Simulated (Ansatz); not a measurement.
Geometry optimisation, UKS r2SCAN-D4/def2-SVP (Ansatz).

input.yaml

```yaml
crystal:
  periodic: [false, false, false]
  atoms:
    - { symbol: C, position_ang: [-0.15, -1.1281, 0.046] }
    - { symbol: Si, position_ang: [0.1125, 0.6903, -0.0291] }
    - { symbol: H, position_ang: [-1.2065, -1.4388, 0.3185] }
    - { symbol: H, position_ang: [0.6662, -1.762, -0.2283] }
    - { symbol: H, position_ang: [-0.2104, 1.2077, -1.3936] }
    - { symbol: H, position_ang: [-0.723, 1.4019, 0.977] }
    - { symbol: H, position_ang: [1.5725, 0.9611, 0.2638] }
magnetization:
  spin_polarized: true
  initial_magnetization: 1
basis:
  gaussian: { orbitals: def2-SVP }
hamiltonian:
  xc: r2scan
  dispersion: d4
relax:
  f_tol: 0.015
  max_steps: 40
```

Launched with:

```bash
$ ansatz run input.yaml --threads 1 --pin off --max-ram 2048MiB --backend cpu --events-out ev --progress --plain --runs-dir out
```

**Question.** Where does it end, and by what steps?

**Answer.** The forces met the threshold. After 4 steps the energy has fallen by 0.149 eV; H4 moved furthest, 0.12 Å.

```
step  energy less start (eV)  largest force component (eV/Å)  accepted
   0                  0.0000                           1.921       yes
   1                 -0.1280                           0.473       yes
   2                 -0.1436                           0.394       yes
   3                 -0.1484                           0.029       yes
   4                 -0.1485                           0.002       yes
```

```xyz
7
Properties=species:S:1:pos:R:3
C -0.173 -1.110 0.050
Si 0.134 0.713 -0.028
H -1.150 -1.534 0.310
H 0.593 -1.851 -0.207
H -0.191 1.266 -1.384
H -0.723 1.432 0.965
H 1.571 1.016 0.248
```

Run time: 19 s on 1 CPU thread of a shared host.
